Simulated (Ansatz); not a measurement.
`C[Si]O` + `CC(C)CF` → `C[Si]F` + `CC(C)CO`  (formal exchange of groups at the Si–O bond)

Calculated with Ansatz (gas phase, PBE0-D4/def2-TZVP geometries, no zero-point term in ΔE). CBS: MP2 limit from def2 TZ/QZ plus the TZ coupled-cluster correction, frozen cores. This one scheme is used for every species. DFT in def2-TZVPP. B3LYP here is the variant with VWN-RPA as its local correlation; programs differ in this. One conformer a species, not always the lowest.

(1) Is it downhill or uphill in electronic energy at CCSD(T)/CBS, and by how much? (An estimate is asked.)

(2) What do these levels give: r2SCAN-D4, ωB97M-V, B3LYP, MP2/def2-TZVPP, CCSD/def2-TZVPP, CCSD/CBS(def2)? (Estimate.)

Largest T1 diagnostic among the species: 0.014.

Answers

(1) The calculation gave: Downhill: ΔE = -28.0 kJ/mol.

(2) The calculation gave: r2SCAN-D4 -22.1, ωB97M-V -24.7, B3LYP -22.9, MP2/def2-TZVPP -26.7, CCSD/def2-TZVPP -25.8, CCSD/CBS(def2) -28.4 kJ/mol.
